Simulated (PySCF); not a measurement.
# MgCl radical: EPR parameters at several levels of theory

How much do the EPR parameters of MgCl radical (`[Mg][Cl]`) depend on the level of theory, and what does each level cost?

Programs: PySCF 2.14.0, with density-fitted response routines of our own. Each step states its level of theory. These are calculated values for one molecule in the gas phase, unless marked as measured. Atoms are numbered from 0 throughout.

## (1) The starting structure

2 atoms, charge 0, multiplicity 2; geometry from: GFN2-xTB.

Bonds of the start (Å): Mg0–Cl1 2.16.

## (2) Relaxing the molecule at PBE0-D3(BJ)/def2-TZVP

Job settings and geometry (Å):

```
{"job": {"xc": "PBE0", "basis": "def2-TZVP", "d3": "d3bj", "grid": 2, "kind": "geom"}, "charge": 0, "multiplicity": 2}
Mg     0.000000     0.000000     0.000000
Cl     0.000000     0.000000     2.162940
```

The log of the run:

```text
step   0  E = -660.08221530  max force = 0.011214
step   1  E = -660.08262313  max force = 0.004327
step   2  E = -660.08269986  max force = 0.000392
step   3  E = -660.08270042  max force = 0.000017
optimisation converged
```

Run time: 16 s. Hardware: 2 threads of Intel Xeon at 2.50GHz (Skylake/Cascade Lake), shared host.

Along the way:

```tsv
step	energy from step 0 (eV)	largest force component (eV/Å)
0	0.0000	0.5766
1	-0.0111	0.2225
2	-0.0132	0.0202
3	-0.0132	0.0009
```

The bond:

```tsv
bond	before (Å)	after (Å)	change (Å)
Mg0–Cl1	2.163	2.211	+0.048
```

The final coordinates are the input of the step that follows.

```tsv
at the end point	value
point group (found at 0.08 Å tolerance)	C∞v
rotational constants (GHz, main isotopes)	7.269, 7.269
dipole moment (D)	3.38
⟨S²⟩	0.751
```

## (3) g tensor and hyperfine couplings: B3LYP/IGLO-III+def2-TZVP-core

Job settings and geometry (Å):

```
{"job": {"kind": "epr", "xc": "B3LYP"}, "charge": 0, "multiplicity": 2}
Mg     0.000000     0.000000    -0.023826
Cl    -0.000000    -0.000000     2.186766
```

Level: UKS B3LYP, IGLO-III on Cl, def2-TZVP-core on Mg, non-relativistic, mean-field spin-orbit, GIAO.

The log of the run:

```text
UKS, coarse grid
  cycle   1  E = -660.33372686  |g| = 2.82e-01
  cycle   2  E = -660.28892464  |g| = 3.88e-01
  cycle   3  E = -660.37583009  |g| = 4.38e-02
  cycle   4  E = -660.37647132  |g| = 1.20e-02
  cycle   5  E = -660.37653055  |g| = 3.94e-03
  cycle   6  E = -660.37653952  |g| = 6.02e-04
UKS, final grid
  cycle   1  E = -660.37654950  |g| = 4.40e-04
  cycle   2  E = -660.37654951  |g| = 4.02e-04
  cycle   3  E = -660.37654958  |g| = 6.51e-05
  cycle   4  E = -660.37654958  |g| = 1.46e-05
internal stability: stable
E = -660.37654958 Eh   <S^2> = 0.7505 (exact 0.7500)
g shifts (ppm)      1          2          3
  rmc           -96        -96        -96
  gc             18         18         11
  oz_so       -4682      -4682         -0
  total       -4760      -4760        -85
hyperfine (MHz)  atom isotope    a_iso     a_fc   dipolar eigenvalues
    0  25Mg    -317.66    -317.79     -8.19      4.09      4.09
    1  35Cl      32.78      32.44    -15.73    -15.73     31.47
```

It took 19 s on 2 threads of Intel Xeon at 2.50GHz (Skylake/Cascade Lake), shared host.

Principal g values 1.99756, 1.99756, 2.00223; g(iso) = 1.99912, against 2.00232 for a free electron.

Hyperfine couplings, nucleus by nucleus at this fixed geometry (no averaging over rotations):

```tsv
nuclei	isotope	a(iso) (MHz)	a(iso) (G, at g = 2.0023)	largest dipolar term (MHz)
Mg0	25Mg	-317.7	-113.4	-8.2
Cl1	35Cl	32.8	11.7	31.5
```

Mulliken spin populations:

```tsv
atom	value (e)
Mg0	0.93
Cl1	0.07
```

In first order the couplings over 0.8 MHz of 35Cl give 4 distinct lines over 35.1 G.

## (4) EPR parameters: PBE0/IGLO-III+def2-TZVP-core

Job settings and geometry (Å):

```
{"job": {"kind": "epr", "xc": "PBE0"}, "charge": 0, "multiplicity": 2}
Mg     0.000000     0.000000    -0.023826
Cl    -0.000000    -0.000000     2.186766
```

Level: UKS PBE0, IGLO-III on Cl, def2-TZVP-core on Mg, non-relativistic, mean-field spin-orbit, GIAO.

The log of the run:

```text
UKS, coarse grid
  cycle   1  E = -660.04137534  |g| = 2.79e-01
  cycle   2  E = -660.02701595  |g| = 3.08e-01
  cycle   3  E = -660.08023735  |g| = 4.75e-02
  cycle   4  E = -660.08103248  |g| = 9.79e-03
  cycle   5  E = -660.08108361  |g| = 3.81e-03
  cycle   6  E = -660.08109341  |g| = 6.17e-04
UKS, final grid
  cycle   1  E = -660.08110197  |g| = 4.57e-04
  cycle   2  E = -660.08110201  |g| = 4.31e-04
  cycle   3  E = -660.08110210  |g| = 5.61e-05
  cycle   4  E = -660.08110210  |g| = 2.22e-05
internal stability: stable
E = -660.08110210 Eh   <S^2> = 0.7506 (exact 0.7500)
g shifts (ppm)      1          2          3
  rmc           -86        -86        -86
  gc             17         17         10
  oz_so       -4632      -4632         -0
  total       -4701      -4701        -76
hyperfine (MHz)  atom isotope    a_iso     a_fc   dipolar eigenvalues
    0  25Mg    -297.93    -298.05     -7.90      3.95      3.95
    1  35Cl      31.19      30.97    -14.34    -14.34     28.68
```

Run time: 16 s. Hardware: 2 threads of Intel Xeon at 2.50GHz (Skylake/Cascade Lake), shared host.

Key values: g(iso) 1.99916.

## (5) EPR parameters: PBE/IGLO-III+def2-TZVP-core

Job settings and geometry (Å):

```
{"job": {"kind": "epr", "xc": "PBE"}, "charge": 0, "multiplicity": 2}
Mg     0.000000     0.000000    -0.023826
Cl    -0.000000    -0.000000     2.186766
```

With the program's defaults for keys left out, this is: UKS PBE, IGLO-III on Cl, def2-TZVP-core on Mg, non-relativistic, mean-field spin-orbit, GIAO.

The log of the run:

```text
UKS, coarse grid
  cycle   1  E = -659.98078574  |g| = 3.33e-01
  cycle   2  E = -659.76610828  |g| = 6.34e-01
  cycle   3  E = -660.02365447  |g| = 8.49e-02
  cycle   4  E = -660.02680123  |g| = 3.70e-02
  cycle   5  E = -660.02735926  |g| = 7.19e-03
  cycle   6  E = -660.02737888  |g| = 1.54e-03
  cycle   7  E = -660.02738019  |g| = 4.05e-04
UKS, final grid
  cycle   1  E = -660.02739242  |g| = 6.41e-04
  cycle   2  E = -660.02739202  |g| = 1.09e-03
  cycle   3  E = -660.02739264  |g| = 7.38e-05
  cycle   4  E = -660.02739264  |g| = 1.61e-05
internal stability: stable
E = -660.02739264 Eh   <S^2> = 0.7505 (exact 0.7500)
g shifts (ppm)      1          2          3
  rmc           -88        -88        -88
  gc             17         17         10
  oz_so       -4846      -4846          0
  total       -4917      -4917        -78
hyperfine (MHz)  atom isotope    a_iso     a_fc   dipolar eigenvalues
    0  25Mg    -293.60    -293.73     -8.12      4.06      4.06
    1  35Cl      29.08      28.71    -16.45    -16.45     32.89
```

It took 16 s on 2 threads of Intel Xeon at 2.50GHz (Skylake/Cascade Lake), shared host.

In short: g(iso) 1.99902.

## (6) g tensor and hyperfine couplings: CAM-B3LYP/IGLO-III+def2-TZVP-core

Job settings and geometry (Å):

```
{"job": {"kind": "epr", "xc": "CAM-B3LYP"}, "charge": 0, "multiplicity": 2}
Mg     0.000000     0.000000    -0.023826
Cl    -0.000000    -0.000000     2.186766
```

With the program's defaults for keys left out, this is: UKS CAM-B3LYP, IGLO-III on Cl, def2-TZVP-core on Mg, non-relativistic, mean-field spin-orbit, GIAO.

The log of the run:

```text
UKS, coarse grid
  cycle   1  E = -660.31394778  |g| = 2.75e-01
  cycle   2  E = -660.32964348  |g| = 2.28e-01
  cycle   3  E = -660.35379084  |g| = 3.76e-02
  cycle   4  E = -660.35451686  |g| = 7.85e-03
  cycle   5  E = -660.35467963  |g| = 2.69e-03
  cycle   6  E = -660.35470595  |g| = 9.63e-04
  cycle   7  E = -660.35470690  |g| = 2.53e-04
UKS, final grid
  cycle   1  E = -660.35471447  |g| = 1.34e-04
  cycle   2  E = -660.35471449  |g| = 7.33e-05
  cycle   3  E = -660.35471449  |g| = 3.47e-05
  cycle   4  E = -660.35471450  |g| = 1.02e-05
internal stability: stable
E = -660.35471450 Eh   <S^2> = 0.7507 (exact 0.7500)
g shifts (ppm)      1          2          3
  rmc           -96        -96        -96
  gc             18         18         11
  oz_so       -4676      -4676          0
  total       -4753      -4753        -85
hyperfine (MHz)  atom isotope    a_iso     a_fc   dipolar eigenvalues
    0  25Mg    -325.14    -325.27     -8.27      4.13      4.13
    1  35Cl      34.13      33.84    -15.00    -15.00     30.00
```

Wall time 21 s (2 threads of Intel Xeon at 2.50GHz (Skylake/Cascade Lake), shared host).

This run: g(iso) 1.99912.

## (7) Side by side: EPR parameters

g, ⟨S²⟩ and isotropic hyperfine couplings (MHz), with basis size and wall time:

```tsv
run	g(iso)	⟨S²⟩	25Mg Mg0	35Cl Cl1	functions	time
B3LYP/IGLO-III+def2-TZVP-core	1.99912	0.751	-317.7	32.8	100	19 s
PBE0/IGLO-III+def2-TZVP-core	1.99916	0.751	-297.9	31.2	100	16 s
PBE/IGLO-III+def2-TZVP-core	1.99902	0.751	-293.6	29.1	100	16 s
CAM-B3LYP/IGLO-III+def2-TZVP-core	1.99912	0.751	-325.1	34.1	100	21 s
```

## (8) Outcome

```
                            quantity                    value
                         point group                      C∞v
rotational constants (main isotopes)           7.27, 7.27 GHz
                      g(iso) (B3LYP)                  1.99912
                                ⟨S²⟩       0.751 (exact 0.75)
                      largest a(iso)  25Mg on Mg0, -317.7 MHz
```

Single values in the summary come from the first run of each kind that ended normally (B3LYP/IGLO-III+def2-TZVP-core), which need not be the best level. Relaxing lowered the energy by 0.013 eV in 3 steps; the close pair that moved most is Mg0–Cl1, from 2.163 to 2.211 Å. Mg0 carries the largest spin population, 0.93 e. The isotropic g lies 3.2 ppt below the free-electron value. The coupling of 25Mg on Mg0 runs from -325.1 (CAM-B3LYP/IGLO-III+def2-TZVP-core) to -293.6 MHz (PBE/IGLO-III+def2-TZVP-core).
